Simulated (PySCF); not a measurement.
All values below come from PBE-D3(BJ)/def2-TZVP // B3LYP-D3(BJ)/def2-TZVP in PySCF 2.14.0. All species are isolated molecules in the gas phase. 

Reference species (SMILES): `[CH3]` (neutral, multiplicity 2).

```yaml
highest_occupied_spin_orbital: -5.38 eV
```

Changed species: `C[Si](C)C` (radical fragment; the reference has radical fragment).

Q: What does the change do to the highest occupied spin orbital?

A: the highest occupied spin orbital rises by 1.24 eV, to -4.14 eV.
